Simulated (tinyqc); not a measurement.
Inside a calculation. Method: extended Hueckel theory, for CH4-. The parameters take no account of the charge, which enters only through the electron count, and nothing here shows that the anion is bound. Computed by tinyqc, a small Python program that keeps every step (integrals from PySCF). Settings: charge = -1, K = 1.75, multiplicity = 2. Command: `OMP_NUM_THREADS=1 python tinyqc.py 31921 31922 out.jsonl` (the two numbers bound the seeds that draw the settings). One thread of a shared host (Intel(R) Xeon(R) Processor @ 2.60GHz), about 0.01 s of CPU time with the checks.

## Overlaps

Geometry (angstrom):
```
atom         x         y         z
C      0.00000   0.00000   0.00000
H      0.62100   0.62100   0.62100
H      0.62100  -0.62100  -0.62100
H     -0.62100   0.62100  -0.62100
H     -0.62100  -0.62100   0.62100
```

Parameters chosen for this run:
```
element  shell  Slater exponent  H_ii (eV)
C           2s          1.62500  -21.40000
C           2p          1.62500  -11.40000
H           1s          1.30000  -13.60000
```

Slater orbitals, each expanded in six Gaussians scaled to its exponent.

overlap S, order 1C 2s, 1C 2px, 1C 2py, 1C 2pz, 2H 1s, 3H 1s, 4H 1s, 5H 1s:
```
[[1.00000, 0.00000, 0.00000, 0.00000, 0.50044, 0.50044, 0.50044, 0.50044],
 [0.00000, 1.00000, 0.00000, 0.00000, 0.28655, 0.28655, -0.28655, -0.28655],
 [0.00000, 0.00000, 1.00000, 0.00000, 0.28655, -0.28655, 0.28655, -0.28655],
 [0.00000, 0.00000, 0.00000, 1.00000, 0.28655, -0.28655, -0.28655, 0.28655],
 [0.50044, 0.28655, 0.28655, 0.28655, 1.00000, 0.15400, 0.15400, 0.15400],
 [0.50044, 0.28655, -0.28655, -0.28655, 0.15400, 1.00000, 0.15400, 0.15400],
 [0.50044, -0.28655, 0.28655, -0.28655, 0.15400, 0.15400, 1.00000, 0.15400],
 [0.50044, -0.28655, -0.28655, 0.28655, 0.15400, 0.15400, 0.15400, 1.00000]]
```

## Wolfsberg-Helmholz matrix

diagonal H_ii (eV): [-21.40000, -11.40000, -11.40000, -11.40000, -13.60000, -13.60000, -13.60000, -13.60000]

K = 1.75000

H_ij = K' S_ij (H_ii + H_jj)/2 for i != j (the diagonal keeps H_ii), with K' = 1.75.

H (eV), order 1C 2s, 1C 2px, 1C 2py, 1C 2pz, 2H 1s, 3H 1s, 4H 1s, 5H 1s:
```
[[-21.40000, 0.00000, 0.00000, 0.00000, -15.32608, -15.32608, -15.32608, -15.32608],
 [0.00000, -11.40000, 0.00000, 0.00000, -6.26828, -6.26828, 6.26828, 6.26828],
 [0.00000, 0.00000, -11.40000, 0.00000, -6.26828, 6.26828, -6.26828, 6.26828],
 [0.00000, 0.00000, 0.00000, -11.40000, -6.26828, 6.26828, 6.26828, -6.26828],
 [-15.32608, -6.26828, -6.26828, -6.26828, -13.60000, -3.66523, -3.66523, -3.66523],
 [-15.32608, -6.26828, 6.26828, 6.26828, -3.66523, -13.60000, -3.66523, -3.66523],
 [-15.32608, 6.26828, -6.26828, 6.26828, -3.66523, -3.66523, -13.60000, -3.66523],
 [-15.32608, 6.26828, 6.26828, -6.26828, -3.66523, -3.66523, -3.66523, -13.60000]]
```

## Orbitals

valence electrons = 9

Solve H C = S C e through S^(-1/2); fill by pairs from the bottom, a degenerate level sharing its electrons equally; each orbital has its largest coefficient positive (the first on a tie).

orbital energies (eV): [-24.59937, -15.52926, -15.52926, -15.52926, 5.46316, 5.46316, 5.46316, 36.49801]

occupations: [2.00000, 2.00000, 2.00000, 2.00000, 0.33333, 0.33333, 0.33333, 0.00000]

coefficients, order 1C 2s, 1C 2px, 1C 2py, 1C 2pz, 2H 1s, 3H 1s, 4H 1s, 5H 1s:
```
[[0.63585, 0.00000, 0.00000, 0.00000, 0.00000, 0.00000, 0.00000, 1.66505],
 [0.00000, 0.41589, 0.30085, -0.17700, 0.53755, -0.56337, -0.85642, 0.00000],
 [0.00000, 0.09767, -0.36463, -0.39026, 0.50132, 0.98797, -0.33524, 0.00000],
 [0.00000, 0.33511, -0.26709, 0.33342, -0.89416, 0.21524, -0.70282, 0.00000],
 [0.16866, 0.48180, -0.18784, -0.13276, -0.07788, -0.34434, 1.01953, -0.71747],
 [0.16866, -0.00959, 0.52943, -0.06821, -0.50069, 0.95070, -0.09775, -0.71747],
 [0.16866, -0.37090, -0.22617, -0.31036, -0.46170, -0.71904, -0.65871, -0.71747],
 [0.16866, -0.10131, -0.11542, 0.51133, 1.04027, 0.11267, -0.26307, -0.71747]]
```

sum of one-electron energies = -136.91114 eV

Within a degenerate level the vectors are fixed only up to a rotation; this is one choice.

## Mulliken analysis

P = C n C^T; charge = valence electrons (C 4, H 1) minus the sum of (P S)_ii on the atom; overlap population = 2 sum P_ij S_ij between two atoms.

charges: [-0.67114, -0.08221, -0.08221, -0.08221, -0.08221]

Overlap populations:
```
pair      value
2-1    0.376952
3-1    0.376952
3-2   -0.080845
4-1    0.376952
4-2   -0.080845
4-3   -0.080845
5-1    0.376952
5-2   -0.080845
5-3   -0.080845
5-4   -0.080845
```
